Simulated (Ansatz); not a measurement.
Results of r²SCAN (PAW; Ansatz, an electronic-structure program) for hcp Lu.

Numerical settings: plane-wave cutoff 600 eV, 24×24×12 k mesh (along the axes of the cell as run), Fermi–Dirac smearing 0.027 eV (set by the program), scalar-relativistic PAW data made under PBE.

Cell (measured lattice):

Space group P6₃/mmc (No. 194); a = 3.505 Å, b = 3.505 Å, c = 5.549 Å, α = 90.00°, β = 90.00°, γ = 120.00°

| atom | site | symmetry | x | y | z |
|---|---|---|---|---|---|
| Lu | 2c | -6m2 | 0.3333 | 0.6667 | 0.2500 |

**Question.** Give the computed Poisson ratio, polycrystal shear modulus (Hill average), elastic constant C33, elastic constant C11, Voigt–Reuss–Hill bulk modulus, elastic constant C12, elastic constant C13, elastic constant C44 and elastic constant C66.

**Answer.** 
- Poisson ratio: 0.237
- polycrystal shear modulus (Hill average): 28.0 GPa
- elastic constant C33: 80.2 GPa
- elastic constant C11: 89.6 GPa
- Voigt–Reuss–Hill bulk modulus: 43.9 GPa
- elastic constant C12: 31.2 GPa
- elastic constant C13: 18.8 GPa
- elastic constant C44: 24.3 GPa
- elastic constant C66: 29.2 GPa

Note: the cell isn't this level's own, so it is under some stress, which shifts stiffness and frequencies.

Elastic constants are with the ions relaxed.

Spin–orbit coupling is not included.

Computed values are for the static lattice.
